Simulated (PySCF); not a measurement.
Species: sodium fluoride, NaF.
Structure used (PBE0-D3(BJ)/def2-TZVP), in Å, numbered top down from 1:
```xyz
2
NaF angstrom
F      0.9699   -0.0331    0.0025
Na    -0.9525    0.0043   -0.0146
```

Linear response at PBE0/aug-cc-pVTZ (PySCF, frozen core in the response, non-relativistic). Geometry: PBE0-D3(BJ)/def2-TZVP; no solvent, vibrations or thermal averaging.

Static isotropic polarisability: 13.24 au (1.96 Å³), principal values 12.4, 12.4, 15.0 au.

(1) What is the polarisability at 1064 nm and at the sodium D line?

(2) What is the isotropic C6 coefficient between two such molecules, C6 = (3/π)∫α(iω)² dω?

(3) Which effective excitation energy ω̄ makes London's formula C6 = (3/4)α²ω̄ exact here?

(4) What three-body coefficient follows from the one-pole estimate C9 = (3/4)·α·C6?

(5) The lowest 10 singlets have (eV, f): 4.18, 0.010; 4.18, 0.010; 4.52, 0.047; 6.05, 0.000; 6.05, 0.000; 6.07, 0.000; 6.20, 0.013; 6.25, 0.009; 6.25, 0.009; 6.37, 0.014. What share of the static polarisability do they carry in the sum over states α = Σ f/ω²?

(6) What does −C6/R⁶ come to at R = 10 Å between centres?

## Answers

(1) 13.58 au at 1064 nm (+2.6 %), 14.51 au at 589.3 nm (+9.5 %). The rise at 589.3 nm is 3.73 times that at 1064 nm; a pure ω² law gives 3.26. The lowest singlet lies at 297 nm, shorter than both wavelengths.

(2) 55.4 au (Eh·bohr⁶) by a ten-point quadrature over imaginary frequencies, which is 33.1 eV·Å⁶ or 3.19 J·nm⁶/mol.

(3) ω̄ = 4·C6/(3α²) = 0.421 Eh = 11.5 eV. A one-pole form α(ω) = α/(1 − ω²/ω̄²) fitted to the 1064 nm value gives 7.4 eV.

(4) 550 au. This is an estimate from the two numbers above, not a computed integral.

(5) 3.43 au, 25.9 % of α; the largest term, 1.71 au, is that of the state at 4.52 eV. Their oscillator strengths add up to 0.11. Higher states carry the rest.

(6) -3.2 J/mol. This is the leading, orientation-averaged term; C8 and higher terms are left out.

Hardware: an Arm Neoverse V1 with one thread, shared host. Cost: 2.1 s of wall time, 0.31 GiB resident at most. This is the whole response run at PBE0/aug-cc-pVTZ, SCF included.
